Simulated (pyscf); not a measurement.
PySCF, gas phase, ωB97X-D3(BJ)/def2-SVP geometries. Correlated levels are frozen-core, on RHF or UHF. ΔMP2 is the change of the MP2 total energy from the triple- to the quadruple-zeta basis.

Problem. Estimate by transition-state theory (the high-pressure limit) the rate constant of `[SiH2]=[PH]` + `[PH3]` -> `[SiH3][PH][PH2]` (singlet surface; H–P broken, P–P, H–Si formed) at 1200 K, with CCSD(T)/def2-TZVPP + ΔMP2(QZVPP) energies (ideal gas, 1 atm, RRHO with modes under 100 cm⁻¹ raised to 100, one conformer, R ln 2 for rigid chiral ones; no tunnelling).

Solution. The electronic barrier is 30.3 kcal/mol and the thermal terms add +40.5, so ΔG‡ = 70.9 kcal/mol. With k_BT/h = 2.50e+13 s⁻¹ and RT = 2.385 kcal/mol, and a volume of 1.64e-19 cm³ per molecule at 1 atm, k = 5.1e-19 cm³ molecule⁻¹ s⁻¹. The product is born with the 65 kcal/mol of the reverse barrier and needs collisions to keep. Wigner's tunnelling factor for 1379i cm⁻¹ would be 1.11. A shift of 1 kcal/mol in the barrier changes k by a factor 1.5. The reactants may also form a dative adduct at H₂Si=PH; it and routes through it were not searched. One saddle was located; it need not be the lowest between these sides. The CCSD(T) − MP2 part came from Ansatz, without density fitting, on the same reference.
